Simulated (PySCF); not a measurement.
PySCF input for CH, SMILES [CH] (connectivity only; charge and spin as stated), charge +1, multiplicity 1, TDDFT-ωB97X/def2-TZVPD. Geometry: B3LYP-D3(BJ)/def2-TZVPD.

```python
import numpy as np
from pyscf import gto, scf, dft, tdscf

mol = gto.M(
    atom='''
    C     0.00000000    0.00000000   -0.16252067
    H     0.00000000    0.00000000    0.97512400
    ''',
    basis='def2-TZVPD',
    charge=1,
    spin=0,
    symmetry=True,
    symmetry_subgroup='C2v',
    max_memory=1600,
    verbose=4,
)
mf = dft.RKS(mol, xc='wb97x').density_fit(auxbasis='def2-universal-jkfit')
mf.grids.level = 3
mf.conv_tol = 1e-9
mf.max_cycle = 100
mf.kernel()
mf.grids = dft.Grids(mol).set(level=1).build(with_non0tab=True)  # coarser grid for the response kernel
td = tdscf.TDDFT(mf)
td.singlet = True
td.nstates = 10
td.conv_tol = 1e-4
td.positive_eig_threshold = 1e-6
td.kernel(x0=td.get_init_guess(mf, 15))
td.analyze()
tt = tdscf.TDA(mf)
tt.singlet = False
tt.nstates = 4
tt.conv_tol = 1e-4
tt.positive_eig_threshold = 1e-6
tt.kernel(x0=tt.get_init_guess(mf, 9))
tt.analyze(verbose=3)
```

It prints:

```
PySCF version 2.14.0

[INPUT] verbose = 4
[INPUT] num. atoms = 2
[INPUT] num. electrons = 6
[INPUT] charge = 1
[INPUT] spin (= nelec alpha-beta = 2S) = 0
[INPUT] symmetry True subgroup C2v
[INPUT] Mole.unit = angstrom
[INPUT] Symbol           X                Y                Z      unit          X                Y                Z       unit  Magmom
[INPUT]  1 C      0.000000000000   0.000000000000  -0.162520670000 AA    0.000000000000   0.000000000000  -0.307119555881 Bohr   0.0
[INPUT]  2 H      0.000000000000   0.000000000000   0.975124000000 AA    0.000000000000   0.000000000000   1.842717297490 Bohr   0.0

nuclear repulsion = 2.79090945463666
point group symmetry = Coov, use subgroup C2v
symmetry origin: [ 0.00000000e+00  0.00000000e+00 -5.39921749e-09]
symmetry axis x: [1. 0. 0.]
symmetry axis y: [0. 1. 0.]
symmetry axis z: [0. 0. 1.]
num. orbitals of irrep A1 = 22
num. orbitals of irrep A2 = 4
num. orbitals of irrep B1 = 10
num. orbitals of irrep B2 = 10
number of shells = 18
number of NR pGTOs = 63
number of NR cGTOs = 46
basis = def2-TZVPD
ecp = {}


[settings echo left out]
init E= -38.2171994968811
HOMO (A1) = -0.285086484262273  LUMO (B1) = -0.118307903748345  gap/eV = 4.53828
cycle= 1 E= -38.0102637695466  delta_E= 0.207  |g|= 0.427  |ddm|= 0.821
HOMO (A1) = -0.916604852217628  LUMO (B2) = -0.54296926082094  gap/eV = 10.16714
cycle= 2 E= -38.078742441112  delta_E= -0.0685  |g|= 0.129  |ddm|= 0.518
HOMO (A1) = -0.831597126571324  LUMO (B2) = -0.436151357484023  gap/eV = 10.76063
cycle= 3 E= -38.0820845832401  delta_E= -0.00334  |g|= 0.0152  |ddm|=  0.2
HOMO (A1) = -0.825486400188591  LUMO (B2) = -0.426678979779958  gap/eV = 10.85210
cycle= 4 E= -38.0821989559247  delta_E= -0.000114  |g|= 0.0025  |ddm|= 0.0416
HOMO (A1) = -0.824873671696434  LUMO (B2) = -0.426183189852683  gap/eV = 10.84892
cycle= 5 E= -38.0822030152438  delta_E= -4.06e-06  |g|= 0.000325  |ddm|= 0.00912
HOMO (A1) = -0.824875787592369  LUMO (B2) = -0.426192854414184  gap/eV = 10.84872
cycle= 6 E= -38.082203095506  delta_E= -8.03e-08  |g|= 4.48e-05  |ddm|= 0.0019
HOMO (A1) = -0.824879876847717  LUMO (B2) = -0.426190991074527  gap/eV = 10.84888
cycle= 7 E= -38.0822030970246  delta_E= -1.52e-09  |g|= 4.3e-06  |ddm|= 0.000183
HOMO (A1) = -0.824880786593468  LUMO (B2) = -0.426191798295494  gap/eV = 10.84888
cycle= 8 E= -38.0822030970376  delta_E= -1.3e-11  |g|= 4.71e-07  |ddm|= 1.36e-05
HOMO (A1) = -0.824880745771612  LUMO (B2) = -0.426191793841791  gap/eV = 10.84888
Extra cycle  E= -38.0822030970378  delta_E= -1.49e-13  |g|= 1.34e-07  |ddm|= 8.8e-07
converged SCF energy = -38.0822030970378
tot grids = 7656
Overwritten attributes  positive_eig_threshold  of <class 'pyscf.tdscf.rks.TDDFT'>


******** <class 'pyscf.tdscf.rks.TDDFT'> for <class 'pyscf.df.df_jk.DFSymAdaptedRKS'> ********
nstates = 10 singlet
deg_eia_thresh = 1.000e-03
wfnsym = None
conv_tol = 0.0001
eigh lindep = 1e-12
eigh level_shift = 0
eigh max_cycle = 100


Excitation energies (eV)
[ 2.88713392  2.88713392 12.92388053 13.43637305 13.43637305 16.05583409
 16.67553101 16.67553101 17.40184245 17.79461798]

** Singlet excitation energies and oscillator strengths **
Excited State   1:   B1      2.88713 eV    429.44 nm  f=0.0063
       3 -> 4         0.71023
Excited State   2:   B2      2.88713 eV    429.44 nm  f=0.0063
       3 -> 5         0.71023
Excited State   3:   A1     12.92388 eV     95.93 nm  f=0.3150
       3 -> 6         0.69666
Excited State   4:   B2     13.43637 eV     92.28 nm  f=0.1927
       2 -> 5         0.69308
       3 -> 9        -0.11659
Excited State   5:   B1     13.43637 eV     92.28 nm  f=0.1927
       2 -> 4         0.69308
       3 -> 8        -0.11659
Excited State   6:   A1     16.05583 eV     77.22 nm  f=0.1259
       3 -> 7        -0.70163
Excited State   7:   B1     16.67553 eV     74.35 nm  f=0.0336
       2 -> 4        -0.10100
       3 -> 8        -0.65571
       3 -> 13        0.22938
Excited State   8:   B2     16.67553 eV     74.35 nm  f=0.0336
       2 -> 5        -0.10100
       3 -> 9        -0.65571
       3 -> 14        0.22938
Excited State   9:   A1     17.40184 eV     71.25 nm  f=0.1991
       3 -> 10       -0.69213
       3 -> 15       -0.11239
Excited State  10:   B1     17.79462 eV     69.68 nm  f=0.3023
       3 -> 8        -0.22356
       3 -> 13       -0.66289

** Transition electric dipole moments (AU) **
state          X           Y           Z        Dip. S.      Osc.
  1        -0.2987      0.0000     -0.0000      0.0892      0.0063
  2         0.0000     -0.2987      0.0000      0.0892      0.0063
  3        -0.0000     -0.0000     -0.9974      0.9948      0.3150
  4         0.0000      0.7651      0.0000      0.5854      0.1927
  5         0.7651     -0.0000     -0.0000      0.5854      0.1927
  6        -0.0000     -0.0000     -0.5658      0.3202      0.1259
  7        -0.2868      0.0000      0.0000      0.0823      0.0336
  8        -0.0000     -0.2868     -0.0000      0.0823      0.0336
  9         0.0000      0.0000      0.6834      0.4671      0.1991
 10        -0.8327      0.0000      0.0000      0.6934      0.3023

** Transition velocity dipole moments (imaginary part, AU) **
state          X           Y           Z        Dip. S.      Osc.
  1        -0.0352     -0.0000      0.0000      0.0012      0.0078
  2        -0.0000     -0.0352     -0.0000      0.0012      0.0078
  3         0.0000     -0.0000     -0.4730      0.2238      0.3141
  4         0.0000      0.3809      0.0000      0.1451      0.1959
  5         0.3809      0.0000     -0.0000      0.1451      0.1959
  6         0.0000     -0.0000     -0.3368      0.1135      0.1282
  7        -0.1788     -0.0000      0.0000      0.0320      0.0348
  8        -0.0000     -0.1788     -0.0000      0.0320      0.0348
  9        -0.0000      0.0000      0.4364      0.1904      0.1985
 10        -0.5374     -0.0000     -0.0000      0.2888      0.2944

** Transition magnetic dipole moments (imaginary part, AU) **
state          X           Y           Z
  1        -0.0000     -1.4726      0.0000
  2         1.4726      0.0000      0.0000
  3         0.0000      0.0000      0.0000
  4         0.2194      0.0000      0.0000
  5        -0.0000     -0.2194      0.0000
  6         0.0000      0.0000      0.0000
  7         0.0000      0.1896      0.0000
  8        -0.1896     -0.0000      0.0000
  9        -0.0000     -0.0000     -0.0000
 10         0.0000      0.1155      0.0000
Overwritten attributes  positive_eig_threshold  of <class 'pyscf.tdscf.rks.TDA'>


******** <class 'pyscf.tdscf.rks.TDA'> for <class 'pyscf.df.df_jk.DFSymAdaptedRKS'> ********
nstates = 4 triplet
deg_eia_thresh = 1.000e-03
wfnsym = None
conv_tol = 0.0001
eigh lindep = 1e-12
eigh level_shift = 0
eigh max_cycle = 100


Excitation energies (eV)
[0.99703977 0.99703977 9.5315567  9.5315567 ]

** Triplet excitation energies and oscillator strengths **
Excited State   1:   B2      0.99704 eV   1243.52 nm  f=0.0000
Excited State   2:   B1      0.99704 eV   1243.52 nm  f=0.0000
Excited State   3:   B2      9.53156 eV    130.08 nm  f=0.0000
Excited State   4:   B1      9.53156 eV    130.08 nm  f=0.0000
```

The run converged.

Cost: about 1.3 core-seconds (a rough figure).
